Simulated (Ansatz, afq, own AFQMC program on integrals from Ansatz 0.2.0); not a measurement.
## Re, octet in def2-TZVP, levels against CCSDTQ

A free Re atom.

Basis def2-TZVP with its core potentials. Only valence electrons are correlated. Integrals, coupled cluster, full CI and functionals: Ansatz 0.2.0; the random walks run on the same integrals in our own AFQMC program. ph-AFQMC/CISD is guided by a CISD state made of CCSD amplitudes; releasing the constraint for a short imaginary time cuts its bias at the price of noise, slowly where states lie close. Uncertainties: one standard error, sampling alone. No spin–orbit coupling. The metal's outer-core s and p shells are frozen, which shifts wave-function levels against functionals.

Determinant: UHF, the one that the program's search chose, which needn't be the lowest solution.

No full CI on the walks' own integrals is used here; CCSDTQ serves as the reference and is uncertain by about the last step of the cluster series.

Cautions: no spin-orbit coupling; outer-core shells of the metal frozen; another spin lies lower (by 2.40 eV).

* T1 diagnostic: 0.0066
* weight of the determinant in the CISD state: 0.968
* ⟨S²⟩ of the determinant: 15.753
* size of the correlated space: 7 electrons in 36 orbitals

Reference: CCSDTQ, correlation energy -1.943 eV. The released energy is read at 4.20 1/Eh (meV from the phaseless value at times in 1/Eh: -1.6 ± 0.4 at 0.60, -1.5 ± 0.3 at 1.20, -1.7 ± 0.4 at 2.00, -1.2 ± 0.8 at 3.00, -2.1 ± 0.4 at 4.20).

```
         level  E − E(reference) (kJ/mol)  share of correlation (%)
            HF                      187.5                      0.00
           MP2                       23.4                     87.53
          CCSD                        1.8                     99.05
       CCSD(T)                        0.4                     99.81
         CCSDT                        0.1                     99.94
      CCSDT(Q)                        0.0                     99.99
 ph-AFQMC/CISD                 0.2 ± 0.04                     99.90
released AFQMC                 0.0 ± 0.04                    100.01
```

CCSDT and higher add their correlation energy to the determinant of the CCSD(T) run, since their own runs factorise the integrals more tightly (a shift of under 2 meV). A walk keeps the symmetry of its determinant, which the program's search chose and which needn't be the lowest solution, so a lower state of the same spin and another symmetry isn't excluded. Released energies are given only where the last usable release times agree within the noise; a slower fall can still hide under it.
